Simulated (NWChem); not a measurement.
System: isobutane (C4H10); SMILES CC(C)C

Results from NWChem. Medium grid unless said otherwise, to which SCAN and Minnesota functionals are sensitive. All runs use the structure optimised with B3LYP/6-31G* (spherical d). Hybrids' shares of exact exchange are those that their runs print; pure functionals count as 0. The functionals differ in more than this share.

| row | share of exact exchange | highest occupied level (eV) |
|---|---|---|
| PBE/def2-SVP | 0.00 | -7.52 |
| KT2/def2-SVP | 0.00 | -7.62 |
| B3LYP/def2-SVP | 0.20 | -8.74 |
| M06/def2-SVP | 0.27 | withheld |
| MN15/def2-SVP | 0.44 | -9.62 |

### Question
Fit a straight line of the last column on the one before it, predict the withheld value, and compare with the run.

### Answer

1. Means of the 4 shown rows: x = 0.160, y = -8.375. Slope Σ(x − x̄)(y − ȳ)/Σ(x − x̄)² = -0.6208/0.1312 = -4.732; intercept -7.618.
2. The shown rows scatter about the line by 0.108 (root mean square); the largest residual is -0.18, at B3LYP/def2-SVP.
3. At x = 0.27 (M06/def2-SVP; inside the shown range) the line gives -8.90.
4. The run gives -8.91, -0.01 from the line, 0.1 times the scatter.
